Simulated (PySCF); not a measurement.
## How methods differ on the electron affinity of Li

Li⁻ [He] 2s2 (1S) → Li [He] 2s1 (2S), as a difference of total energies. Calculation: PySCF 2.14, in dyall-acv3z (15s9p3d, 57 functions); the non-relativistic Hamiltonian (point nucleus). Correlated levels: valence: 1s2 frozen; valence and next inner shell: nothing frozen; virtual orbitals above 40 to 60 times the deepest correlated orbital energy dropped. The calculations carry no spin-orbit coupling.

```
                                method  electron affinity (eV)  error (eV)
                                   UHF                  -0.123      -0.741
                                   LDA                   0.590      -0.028
                                   PBE                   0.511      -0.107
                                  PBE0                   0.493      -0.125
                                r2SCAN                   0.448      -0.170
                                revPBE                   0.525      -0.093
                                 wB97X                   0.482      -0.136
                                M06-2X                   0.511      -0.107
                         MP2 (valence)                   0.332      -0.286
                     SCS-MP2 (valence)                   0.423      -0.195
    MP2 (valence and next inner shell)                   0.335      -0.283
SCS-MP2 (valence and next inner shell)                   0.425      -0.193
```

Reference: 0.618 eV (measured; photodetachment measurements, as compiled on the Wikipedia data page of electron affinities).

Errors of the correlated levels include the incompleteness of this basis and the frozen core.

A negative affinity means that the anion lies above the atom at that level of theory.

In the anion the highest occupied orbital energy is positive at LDA, PBE, PBE0, r2SCAN, revPBE, M06-2X, a self-interaction effect; the basis confines that electron, and the energy difference can still be sensible.
